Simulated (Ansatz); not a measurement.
**Relaxing Cr₂W**

Computed with DFT PBE, scalar-relativistic, plane waves, PAW (Ansatz 0.2.0). Cutoff 420 eV, Γ-centred k mesh, Gaussian smearing, no spin polarisation in the final step.

Cr₂W was placed on the cubic Laves (C15) structure type (Fd-3m, No. 227), with W in place of Mg, Cr in place of Cu, at a guessed volume.

```
Cr W
1.0
     0.00000    3.41438    3.41438
     3.41438    0.00000    3.41438
     3.41438    3.41438    0.00000
Cr W
4 2
Direct
  0.62500 0.62500 0.62500
  0.12500 0.62500 0.62500
  0.62500 0.62500 0.12500
  0.62500 0.12500 0.62500
  0.00000 0.00000 0.00000
  0.25000 0.25000 0.25000
```

Cell and atoms relax at zero pressure; the relaxation can't lower the symmetry of the start.

Formation energies are uncorrected and refer to the elements' standard structures at the same level.

(1) Which crystal results?

(2) What are its volume, energy, density and gap?

Answers

(1) It keeps Fd-3m (No. 227). The result has the cubic Laves (C15) structure. Conventional cell: a = 6.804 Å. Cr has 6 Cr at 2.41 Å and 6 W at 2.82 Å; W is coordinated by 12 Cr at 2.82 Å and 4 W at 2.95 Å.

```cif
data_structure
_symmetry_space_group_name_H-M 'Fd-3m:1'
_symmetry_Int_Tables_number 227
_cell_length_a 6.8045
_cell_length_b 6.8045
_cell_length_c 6.8045
_cell_angle_alpha 90.000
_cell_angle_beta 90.000
_cell_angle_gamma 90.000
_cell_volume 315.05
loop_
_atom_site_label
_atom_site_type_symbol
_atom_site_symmetry_multiplicity
_atom_site_Wyckoff_symbol
_atom_site_fract_x
_atom_site_fract_y
_atom_site_fract_z
_atom_site_occupancy
Cr1 Cr 16 d 0.12500 0.62500 0.12500 1
W1 W 8 a 0.50000 0.00000 0.50000 1
```

(2) The volume per atom is 13.13 Å³ and the density is 12.14 g/cm³. The energy over the elements is 0.07 eV/atom. The gap on the 10×10×10 mesh is 0 eV (a metal).

The final run used a 10×10×10 mesh on its 6-atom cell and 0.10 eV smearing. For metals, differences of a few meV/atom aren't resolved. Spin–orbit coupling is left out. Symmetry constrained the relaxation, so the result can be a saddle point.

Cost: 2 runs of about 0.48 core-minutes in all, on Intel Xeon 6975P-C (Granite Rapids) (shared hosts).